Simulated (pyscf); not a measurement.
HO–SiH=AsH + H₂ → :HSi–AsH₂ [singlet] + H₂O (concerted two-bond exchange; singlet surface; O–Si, H–H broken, As–H, H–O formed). Structures and frequencies: ωB97X-D3(BJ)/def2-SVP in PySCF. Energies in eV from the separated reactants.

```csv
level,barrier,reaction energy
ωB97X-D3(BJ)/def2-TZVP,___,+1.62
r²SCAN/def2-TZVP,2.08,+1.79
PBE0-D3(BJ)/def2-TZVP,2.03,+1.57
M06-2X/def2-TZVP,2.28,+1.67
ωB97M-D3(BJ)/def2-TZVP,___,___
HF/def2-TZVP,2.98,+1.39
```

Task: Some entries are withheld; supply them.

Result: 
- ωB97X-D3(BJ)/def2-TZVP, barrier: 2.26
- ωB97M-D3(BJ)/def2-TZVP, barrier: 2.19
- ωB97M-D3(BJ)/def2-TZVP, reaction energy: +1.52

The functionals in the table span 0.24 eV in this barrier, from PBE0-D3(BJ) to M06-2X. On the product side the descent ends in an adduct with a O–Si contact, 0.74 eV under the separated species and 1.37 eV under the saddle at ωB97X-D3(BJ)/def2-TZVP. What is counted as broken (O–Si) persists as a longer contact in the product adduct; parting that adduct is a step of its own. :HSi–AsH₂ [singlet] lies 0.73 eV over its isomer H₂Si=AsH (electronic energy, ωB97M-D3(BJ)/def2-TZVP). One saddle was located; it need not be the lowest between these sides. Elements up to Kr have no core potential and no relativistic terms here.
